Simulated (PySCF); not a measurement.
**N2, singlet: reading a ladder of total energies**

Geometry: a PBE0/def2-TZVP stationary point for this spin.

```xyz
2

N     0.0000    0.0000    0.0000
N     0.0000    0.0000    1.0895
```

Basis 6-31G; PySCF 2.14.0. Only valence electrons are correlated (noble-gas cores frozen), which leaves 10 electrons in 16 orbitals. R marks a restricted (for open shells ROHF) determinant.

Full CI is exact within this basis and frozen core; it isn't the basis-set limit.

RCCSD has a T1 diagnostic of 0.012 and a largest doubles amplitude of 0.11.

```csv
level,total energy (hartree)
RHF,-108.868005
RMP2,-109.101834
RCCSD,-109.091956
RCCSD(T),-109.099310
RCCSDT,-109.099270
RCCSDT(Q),-109.101161
full CI,-109.101092
```

Task: What is the correlation energy at full CI, and what share of it do RMP2 and RCCSD(T) recover?

Result: E(corr) = -109.101092 − (-108.868005) = -0.233087 hartree = -6.343 eV. RMP2: -0.233829 / -0.233087 = 100.32 %. RCCSD(T): -0.231305 / -0.233087 = 99.24 %.

Task: By how many kcal/mol does RCCSD(T) miss full CI (1 hartree = 627.509 kcal/mol), and which steps make up the rest?

Result: -109.099310 − (-109.101092) = 0.001782 hartree = 1.12 kcal/mol. Steps: RCCSDT − RCCSD(T) = 0.03, RCCSDT(Q) − RCCSDT = -1.19, full CI − RCCSDT(Q) = 0.04 kcal/mol. Differences between like states or geometries often cancel part of this.
